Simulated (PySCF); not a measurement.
Species: C4H3N2 (doublet state).
Cartesian coordinates in Å at the GFN2-xTB level; atoms count from 1:
```
atom  x, y, z in Å
N1    -1.797    1.270    1.528
C2    -1.368    0.475    0.830
C3    -0.808   -0.522   -0.054
C4     0.589   -0.224   -0.375
C5     1.682    0.501   -0.291
N6     1.660   -0.709   -1.109
H7    -0.865   -1.510    0.418
H8    -1.390   -0.565   -0.982
H9     2.313    1.291    0.010
```

The hyperfine couplings belong to this conformer and change with its torsions.

Identity: `N1[C](C=1)CC#N` [radical].

Level of theory: PySCF 2.14.0, UKS B3LYP, pcH-1 on C H N, non-relativistic, mean-field spin-orbit, GIAO. The structure is a single GFN2-xTB conformer in the gas phase; no vibrational or solvent corrections. Couplings are sensitive to structure, and on GFN2-xTB geometries they can be far from those on DFT ones. Stability of the SCF solution: not tested.

Principal values of hyperfine tensors in MHz (contact and dipolar terms together), for some of the nuclei:

| atom | isotope | A1 | A2 | A3 | alike by the symmetry of this geometry |
| --- | --- | --- | --- | --- | --- |
| N6 | 14N | -13.35 | -10.27 | 105.43 | none |
| C4 | 13C | -30.10 | -30.09 | -20.13 | none |
| C5 | 13C | -11.57 | -5.40 | 79.95 | none |
| C3 | 13C | -5.25 | -4.39 | -2.82 | none |
| C2 | 13C | -2.31 | -2.24 | -1.06 | none |
| H7 | 1H | -0.59 | 0.06 | 5.94 | H8 |
| N1 | 14N | -0.18 | 0.02 | 0.10 | none |

**Question.** Give the isotropic coupling of each nucleus in MHz and in mT (g = 2.0033), and the anisotropic part.

**Answer.** a_iso = (A1 + A2 + A3)/3, Ti = Ai − a_iso; 1 mT corresponds to 28.039 MHz.

```tsv
atom	a_iso (MHz)	a_iso (mT)	T1	T2	T3
N6	27.27	0.973	-40.61	-37.54	78.16
C4	-26.77	-0.955	-3.33	-3.32	6.64
C5	20.99	0.749	-32.56	-26.39	58.95
C3	-4.15	-0.148	-1.10	-0.24	1.34
C2	-1.87	-0.067	-0.44	-0.37	0.81
H7	1.81	0.064	-2.39	-1.74	4.14
N1	-0.02	-0.001	-0.16	0.04	0.12
```

**Question.** What spin density at the nucleus of C4 lies behind its contact coupling (g_N = 1.40482)?

**Answer.** a_FC = 800.24 MHz bohr³ × g_N × ρ(0)/(2S). With a_FC = -26.77 MHz and 2S = 1, ρ(0) = -0.02382 bohr⁻³.

**Question.** H9 (1H, g_N = 5.58569) isn't in the table. Its spin density at the nucleus is -0.007349 bohr⁻³. What is its contact coupling?

**Answer.** By the same relation, a_FC = -32.8 MHz. Its full tensor has the principal values -49.91, -33.97, -14.66 MHz.

**Question.** Name the largest traceless tensor T of the table and describe it.

**Answer.** N6: -40.6, -37.5, 78.2 MHz, nearly axial, close to the ratio −1:−1:+2, the form that spin in one p orbital centred on that nucleus gives.

**Question.** In a single crystal, with the field along each principal axis of the tensor of C5 in turn, what first-order splitting does this nucleus give (isotropic g, quadrupole terms neglected)?

**Answer.** 2 lines (I = 1/2), spaced by |A_i|/(g × 13.996): 0.41, 0.19, 2.85 mT along the axes of A1, A2 and A3.

The SMILES draws the unpaired electron on C4; the largest computed Mulliken spin population is on N6 (0.76 against -0.06).
